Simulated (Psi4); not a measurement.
This Psi4 input (B3LYP/def2-TZVPP) gives -78.62540 Eh with 118 basis functions.

```
memory 8100 MB

molecule {
0 1
C    -0.00121882   -0.00583875    0.66227812
C     0.00121882    0.00583875   -0.66227812
H     0.01665750    0.91035156    1.24013365
H    -0.02119201   -0.93207417    1.22382087
H     0.02119201    0.93207417   -1.22382087
H    -0.01665750   -0.91035156   -1.24013365
}

set {
  basis def2-tzvpp
  scf_type df
}

energy('b3lyp')
print_variables()
```

Change:
```diff
- basis def2-tzvpp
+ basis 6-311++g(2d,2p)
```

Problem. What does the run give now?

Solution. -78.61961 Eh (B3LYP/6-311++G(2d,2p), 94 functions), a change of +5.79 mEh.
